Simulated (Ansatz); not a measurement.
# CH3O radical: how energies converge with the basis set

How large a basis does CH3O radical need? Two functionals and correlated methods are run in growing sets.

The runs use Ansatz 0.2.0, Gaussian basis; one geometry, several basis sets.

Levels to be run: PBE0-D4/def2-SVP; ωB97M-V/def2-SVP; PBE0-D4/def2-QZVPP; ωB97M-V/def2-QZVPP; CCSD(T)/cc-pV(D+d)Z; CCSD(T)/cc-pV(T+d)Z; MP2/cc-pV(Q+d)Z; the functionals' def2-TZVPP values are taken from earlier runs.

2 further runs of the same task are left out: 2 that didn't finish.

## 1. The geometry

All runs share one geometry, relaxed beforehand with PBE0-D4 in a triple-zeta def2 set.

SMILES `C[O]`, 5 atoms, charge 0, spin multiplicity 2.

Atoms are counted from 1 here; the program's logs count them from 0.

Bond lengths: C1–O2 1.355 Å, C1–H3 1.108 Å, C1–H4 1.100 Å, C1–H5 1.100 Å. Angles: O2–C1–H3 105.3°, O2–C1–H4 113.5°, O2–C1–H5 113.5°, H3–C1–H4 106.2°, H3–C1–H5 106.2°, H4–C1–H5 111.5°.

## 2. PBE0-D4 in def2-SVP

The input, in.yaml:

```yaml
crystal:
  periodic: [false, false, false]
  atoms:
    - {symbol: C, position_ang: [-0.000308, 0.051862, 0.013833]}
    - {symbol: O, position_ang: [0.981099, -0.843283, -0.253951]}
    - {symbol: H, position_ang: [-0.948668, -0.508188, -0.108125]}
    - {symbol: H, position_ang: [-0.041645, 0.884452, -0.703826]}
    - {symbol: H, position_ang: [0.009523, 0.415156, 1.052079]}
basis:
  gaussian: {orbitals: def2-SVP}
magnetization: {spin_polarized: true, initial_magnetization: 1}
hamiltonian: {xc: pbe0, dispersion: d4}
output: {orbitals: {seedname: orbitals}}
```

After this run come: ωB97M-V in def2-SVP; PBE0-D4 in def2-QZVPP; ωB97M-V in def2-QZVPP; CCSD(T) in cc-pV(D+d)Z; CCSD(T) in cc-pV(T+d)Z; MP2 in cc-pV(Q+d)Z.

**Question.** What will the summary of the whole plan be? Wanted: MP2 correlation recovered, cc-pV(D+d)Z; MP2 correlation recovered, cc-pV(T+d)Z; MP2 correlation recovered, cc-pV(Q+d)Z; CCSD(T) limit from def2 sets; PBE0-D4: double and triple zeta above quadruple; ωB97M-V: double and triple zeta above quadruple.

As calculated:

| quantity | value |
| --- | --- |
| MP2 correlation recovered, cc-pV(D+d)Z | 68.8 % |
| MP2 correlation recovered, cc-pV(T+d)Z | 88.3 % |
| MP2 correlation recovered, cc-pV(Q+d)Z | 95.1 % |
| CCSD(T) limit from def2 sets (earlier runs) less the limit of this series | -10 meV |
| PBE0-D4: double and triple zeta above quadruple | 3.93, 0.18 eV |
| ωB97M-V: double and triple zeta above quadruple | 4.09, 0.18 eV |

What this shows: PBE0-D4 gains 3.75 eV from double to triple zeta, then 0.18 eV more. In cc-pV(D+d)Z MP2 holds 69 % of its limit, in cc-pV(Q+d)Z 95 %, while Hartree-Fock is within 0.072 eV in the largest set. A limit from the def2 sets, made apart, differs by 10 meV, a least measure of the doubt on such a limit. Total energies overstate the basis error of differences, where much of it tends to cancel.
